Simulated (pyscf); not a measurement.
Single points on ωB97X-D3(BJ)/def2-SVP structures (PySCF, gas phase).

For H₃Si–SiH(SiH₃)–SiH₂–Cl + hydrogen (H₂) → H₃Si–SiH(SiH₃)–SiH₃ + hydrogen chloride (HCl), a four-centre exchange (singlet surface; Cl–Si, H–H broken, H–Si, Cl–H formed), PBE/def2-TZVP gives ΔE‡ = 1.92 eV and ΔE = +0.68 eV (zero: the separated reactants). In which direction and how far do B3LYP-D3(BJ)/def2-TZVP, PBE0-D3(BJ)/def2-TZVP, ωB97M-D3(BJ)/def2-TZVP move these?

B3LYP-D3(BJ): ΔE‡ = 2.07 eV, ΔE = +0.77 eV; PBE0-D3(BJ): ΔE‡ = 1.97 eV, ΔE = +0.74 eV; ωB97M-D3(BJ): ΔE‡ = 2.07 eV, ΔE = +0.74 eV. PBE's barrier lies under all of them, by 0.05 to 0.16 eV. Its reaction energy lies under all of them, by 0.06 to 0.10 eV. At the saddle there is also a short H–Si contact that neither side keeps. This is the saddle that the search found; another between the same sides may lie lower.
